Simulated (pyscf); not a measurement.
A first-order saddle from PySCF, ωB97X-D3(BJ)/def2-SVP:

```
Ga
Cl 1 2.1278
Cl 1 2.1331 2 122.01
S 1 2.3028 2 115.31 3 145.06
H 4 1.3495 1 93.22 2 -160.25
H 4 1.7625 5 94.60 1 66.82
Cl 6 1.4897 4 144.46 5 -91.83
```
Charge 0, spin multiplicity 1.

Surface: singlet, charge 0. Lowest wavenumbers (cm⁻¹): 684i, 90, 103, 115, 142.

What reaction is this the transition state of?

H₂S + Cl–Ga(Cl)–Cl ⇌ HS–Ga(Cl)–Cl + HCl, a four-centre exchange read from left to right: H–S, Cl–Ga broken and Ga–S, Cl–H formed. At ωB97M-D3(BJ)/def2-TZVP it lies +5.3 kcal/mol from the left side and +0.6 kcal/mol from the right (each side as separated species at their lowest minima found). On the reactant side the descent ends in an adduct with a Ga–S contact, 19.5 kcal/mol under the separated species and 20.4 kcal/mol under the saddle at ωB97X-D3(BJ)/def2-TZVP. On the product side the descent ends in an adduct with a Cl–Ga contact, 7.8 kcal/mol under the separated species and 4.8 kcal/mol under the saddle at ωB97X-D3(BJ)/def2-TZVP. What is counted as formed (Ga–S) is already present as a longer contact in the reactant adduct; forming that adduct is a step of its own. What is counted as broken (Cl–Ga) persists as a longer contact in the product adduct; parting that adduct is a step of its own. At ωB97X-D3(BJ) the barrier from the zero used here is 0.9 kcal/mol. One saddle was located; it need not be the lowest between these sides. Elements up to Kr have no core potential and no relativistic terms here.
